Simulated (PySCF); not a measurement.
fluoromethane cation (CH3F), SMILES CF (connectivity only; charge and spin as stated), charge +1, multiplicity 2.

The structure is a stationary point at B3LYP-D3(BJ)/def2-TZVP. The multiplicity is an assumed one; other spin states were not compared.

Two levels are set side by side: PBE/def2-TZVPD (PySCF) and r2SCAN/def2-TZVPD (PySCF). Same geometry, gas phase. Differences are taken from unrounded values.

```
quantity                     r2SCAN
---------------------------  ------
α-spin orbital gap (eV)       11.49
β-spin orbital gap (eV)        2.60
mean polarisability (bohr³)    14.5
```

**Question.** What does PBE give, and how far is it from r2SCAN? (Estimate from the structure and the level; the computed values follow.)

**Answer.** 
| quantity | PBE | PBE minus r2SCAN |
|---|---|---|
| α-spin orbital gap (eV) | 10.27 | -1.22 |
| β-spin orbital gap (eV) | 1.98 | -0.62 |
| mean polarisability (bohr³) | 14.7 | 0.1 |

Rough cost on one machine, each run with all the roots and properties that it gave: r2SCAN against PBE about 3 times.
